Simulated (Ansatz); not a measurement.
System: fcc Ag. Method: PBEsol in Ansatz (plane waves, PAW).

Settings: plane-wave cutoff 500 eV, 30×30×30 k mesh, Fermi–Dirac smearing 0.1 eV, no spin polarisation, scalar-relativistic PAW data made under PBE.

Computed at the level's own relaxed cell.

Problem. What does this level give for the equilibrium volume per atom and lattice constant a?

Solution. 
* **equilibrium volume per atom**: 16.66 Å³/atom
* **lattice constant a**: 4.054 Å

Measured, for comparison: equilibrium volume per atom 16.76 Å³/atom (static lattice: zero-point anharmonic expansion removed; as tabulated in Mejia-Rodriguez and Trickey (2018), arXiv:1807.09216); lattice constant a 4.062 Å (static lattice: zero-point anharmonic expansion removed, our sources range from 4.056 to 4.063; as tabulated in Mejia-Rodriguez and Trickey (2018), arXiv:1807.09216). Computed (rounded) less measured: equilibrium volume per atom -0.6 %, lattice constant a -0.2 % (0.0 % to -0.2 % over the range).

Static lattice: no zero-point or thermal effects.

Ansatz is a first-principles code.
